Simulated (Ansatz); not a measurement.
The end point of a relaxation of V. Space group Im-3m (No. 229), bcc (W type). Computed with PBEsol (plane waves to 420 eV, PAW, scalar-relativistic; Ansatz, an electronic-structure program).

```xyz
1
Lattice="-1.4795 1.4795 1.4795 1.4795 -1.4795 1.4795 1.4795 1.4795 -1.4795" Properties=species:S:1:pos:R:3 pbc="T T T"
V      0.0000     0.0000     0.0000
```

### Question
Give the magnetic moment at the level PBEsol.

### Answer
Zero (the starting moments vanished).

No spin polarisation in the result: the starting moments vanished.

Measured for V: a 3.021 Å (static lattice; corrected from measurement; as listed in Daniel Mejia-Rodriguez, S. B. Trickey, Phys. Rev. B (2018)). Computed minus measured — a: PBEsol -2.1 %. The computed values are for a static lattice.

The run could not lose the symmetry of its start.
